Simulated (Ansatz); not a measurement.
Ansatz input

```yaml
crystal:
  lattice:
    - [0.0, 1.9236023117, 1.9236023117]
    - [1.9236023117, 0.0, 1.9236023117]
    - [1.9236023117, 1.9236023117, 0.0]
  atoms:
    - { symbol: Rh, position: [0.0, 0.0, 0.0], spin: 1.0 }
hamiltonian:
  xc: revpbe
  pseudopotentials:
    kind: paw
    azcp:
      Rh: "pseudopotentials/Rh.paw.azcp"
basis:
  ecutwfc: 420
  fft_grid_basis: typed
kpoints:
  mp_grid: { grid: [23, 23, 23], shift: [0, 0, 0] }
magnetization:
  spin_polarized: true
scf:
  occupations: { method: fermi_dirac, width: 0.05 }
```

and its output:

```
Engine: ansatz 0.2.0, aarch64-unknown-linux-gnu
Pseudopotentials: kind: paw
Pseudopotential: Rh, paw, valence charge 17, recommended cutoff 420 eV (normal) 
Functional definition: revPBE
  parameter kappa = 1.245
  parameter beta = 0.06672455060314922
  exchange = pbe_x(kappa = kappa, mu = beta*pi^2/3)
  correlation = pbe_c(beta = beta)
Crystal: 1 atoms, lattice volume = 14.236 Å³
Basis set: ecut = 420 eV, 283 PW (Γ)
Bands: 13, of which v1, the nominal top of the filled ones, is band 9 counted from 1 (8 counted from 0)
Symmetry: 48 space group operations
Space group: Fm-3m (ITA 225), of the structure as read, at distance tolerance 2.4e-5 Å
Magnetic group: BNS 225.116 (UNI 1618), of the structure as read, at distance tolerance 2.4e-5 Å
k-points: 364 of 12167
Non-local potential: Rh, projectors of the file, l = 0: 3, l = 1: 2, l = 2: 2, l = 3: 1
PAW form: soft (Blöchl's): semilocal exchange-correlation on the pseudo side does not see the compensation charge
PAW frozen core: Rh, regenerated for the run's functional, and the local potential with it (the file was generated under x = pbe(κ = 0.804, μ = 0.2195149727645171), c = pbe(β = 0.06672455060314922))
PAW one-centre angular grid: Rh, 590 points (default); XC on 64 Gauss nodes
Initial density: superposition of atomic densities (chi_scale 0.1, normalization cell)
Starting moments: Σ|m| = 1 μB on 1 of 1 site
Initial wavefunctions: pseudopotential atomic-orbital guess
Functional: x = revpbe(κ = 1.245, μ = 0.2195149727645171), c = pbe(β = 0.06672455060314922)
SCF iter   1: F=—  HF=-6408.902692 eV  |F-HF|=—  |Δ(HF+E_count)|=         —  Δρ=9.62e-2 (↑9.62e-2 ↓3.59e-2)  dr2=1.48e0  dr2_m=3.23e-1  M=0.133 μB ∫|m|=0.133 μB  β_m=0.30  ethr=3.10e-3  ⟨swp⟩=4.9  Hψ=51215  notcnv=0
Mixer restart at iter 1: flushing history
SCF iter   2: F=—  HF=-6408.281963 eV  |F-HF|=—  |Δ(HF+E_count)|=   6.21e-1  Δρ=4.77e-2 (↑4.77e-2 ↓3.04e-2)  dr2=1.27e-1  dr2_m=1.62e-1  M=0.118 μB ∫|m|=0.118 μB  β_m=0.38  ethr=3.10e-3  ⟨swp⟩=2.7  Hψ=22818  notcnv=0
SCF iter   3: F=—  HF=-6408.227653 eV  |F-HF|=—  |Δ(HF+E_count)|=   5.43e-2  Δρ=2.14e-2 (↑2.14e-2 ↓2.11e-2)  dr2=9.13e-3  dr2_m=5.07e-2  M=0.072 μB ∫|m|=0.072 μB  β_m=0.65  ethr=7.49e-4  ⟨swp⟩=2.3  Hψ=15445  notcnv=0
SCF iter   4: F=—  HF=-6408.220153 eV  |F-HF|=—  |Δ(HF+E_count)|=   7.50e-3  Δρ=1.20e-3 (↑1.15e-3 ↓1.20e-3)  dr2=1.33e-4  dr2_m=8.08e-5  M=0.005 μB ∫|m|=0.006 μB  β_m=0.82  ethr=5.37e-5  ⟨swp⟩=2.7  Hψ=15995  notcnv=0
SCF iter   5: F=—  HF=-6408.220097 eV  |F-HF|=—  |Δ(HF+E_count)|=   5.57e-5  Δρ=2.87e-4 (↑2.47e-4 ↓2.87e-4)  dr2=9.53e-7  dr2_m=8.95e-6  M=0.001 μB ∫|m|=0.002 μB  β_m=0.91  ethr=7.83e-7  ⟨swp⟩=2.0  Hψ=14567  notcnv=0
SCF iter   6: F=—  HF=-6408.220097 eV  |F-HF|=—  |Δ(HF+E_count)|=   1.18e-7  Δρ=4.43e-5 (↑4.43e-5 ↓1.46e-5)  dr2=9.46e-8  dr2_m=1.02e-7  M=0.000 μB ∫|m|=0.000 μB  β_m=0.96  ethr=5.60e-9  ⟨swp⟩=2.2  Hψ=14764  notcnv=0
SCF iter   7: F=—  HF=-6408.220097 eV  |F-HF|=—  |Δ(HF+E_count)|=   1.05e-7  Δρ=6.56e-6 (↑4.18e-6 ↓6.56e-6)  dr2=7.19e-10  dr2_m=3.59e-9  M=0.000 μB ∫|m|=0.000 μB  β_m=0.97  ethr=5.56e-10  ⟨swp⟩=2.5  Hψ=15094  notcnv=0
SCF iter   8: F=—  HF=-6408.220097 eV  |F-HF|=—  |Δ(HF+E_count)|=   1.43e-9  Δρ=7.11e-7 (↑4.27e-7 ↓7.11e-7)  dr2=1.58e-10  dr2_m=6.86e-12  M=0.000 μB ∫|m|=0.000 μB  β_m=0.98  ethr=4.23e-12  ⟨swp⟩=2.0  Hψ=15713  notcnv=0
SCF iter   9: F=-6408.220097 eV  HF=-6408.220097 eV  |F-HF|=2.73e-12  |Δ(HF+E_count)|=  1.18e-11  Δρ=9.96e-8 (↑9.30e-8 ↓9.96e-8)  dr2=5.09e-12  dr2_m=3.61e-14  M=0.000 μB ∫|m|=0.000 μB  ethr=1.00e-12  ⟨swp⟩=1.0  Hψ=25789  notcnv=0
SCF 1 converged in 9 iterations: F = -6408.220097 eV  dr2 = 5.09e-12
WARN: the starting moments were not kept: the SCF closed with an absolute magnetisation of 1.8e-7 μB, where they sum to 1 μB in size (1 site). That is at most 0.1 of that sum. Measured as dr2_m measures the in/out step, that magnetisation stands 1.0e-14 eV from none, at or under the dr2_threshold of 1.0e-7 eV: it is no larger than a step whose dr2_m would equal this threshold. The system may hold no moment; this SCF shows only that its start led to no more than that. To try another start: raise the starting moments (crystal.atoms[].spin, magnetization.per_species, magnetization.initial_magnetization, or on a non-collinear deck that types none of these the spinor_matrix: blocks that start its atoms; where the total moment is fixed, keep their sum and leave initial_magnetization as it is; typed ones take the place of any that the run laid by itself, positive ones on a crystal's lanthanoids without a Hubbard term where scf.initial_density.shell_occupations: [] is typed) or, if the notice of its spin-set hold's release reads "site moments contracting" or "site moments show no strong build", lengthen the hold (scf.mixing.spin_hold: { on: { confirm: 4 } }; for m-r²SCAN on two components see the key's manual first). Each may lead to a state that holds a moment. A second SCF, from the converged charge density, with the starting moments and any scf.initial_density.shell_occupations laid on it anew, would have followed, and was not run: the deck does not ask for one (magnetization.retry_lost_moments is false, the default). To let it run, set magnetization.retry_lost_moments: true and run the deck again, where that key's refused combinations let it; where memory then withholds it, that run's warning says so.
SCF converged after 9 iterations
Magnetization: 0.0000 μB (8.5000 up, 8.5000 down)
Absolute magnetization: 0.0000 μB (∫|ρ↑−ρ↓|, with the PAW one-centre terms)
Spin contamination: 0.0000 ħ² per cell (⟨S²⟩ above its minimum at these occupations)
Per-site moments (μB) at R_I (Å): [(7.599934507378933e-8, 1.122158597100081)]
Free energy (F): -6408.220097 eV
Harris-Foulkes:  -6408.220097 eV  (|F-HF|=2.73e-12)
Internal energy: -6408.208873 eV  (E = F + TS)
E sigma→0 (E₀):  -6408.214485 eV
Entropy (-TS):   -0.011225 eV (-11.225 meV/atom)
Fermi energy:    21.469209 eV
--- Per-component energies (eV) ---
  E_band       = -98.619641
  E_kinetic    = 572.447472
  E_local      = -1605.632226  (includes V_loc(G=0)·N_el)
  E_nonlocal   = 353.942414
  E_hartree    = 564.654153
  E_xc         = -221.756522
  E_vxc        = -278.122022  (∫ρ·V_xc dr)
  E_paw        = -3592.081641  (= ΣΔE_a)
  E_vpaw       = -270.564350  (= ΣTr[D̂ρ^β])
  E_aug_tail   = 0.000873  (compensation charges beyond the density's cutoff)
  E_ewald      = -2479.708532
  E_core_change = -0.074863  (= ΣΔE_core)
  E_smearing   = -0.011225  (= −TS)
  E_closure    = 0.000000  (closes the sum)
  Σ components = -6408.220097   (vs F -6408.220097, Δ=0.00e0)
```
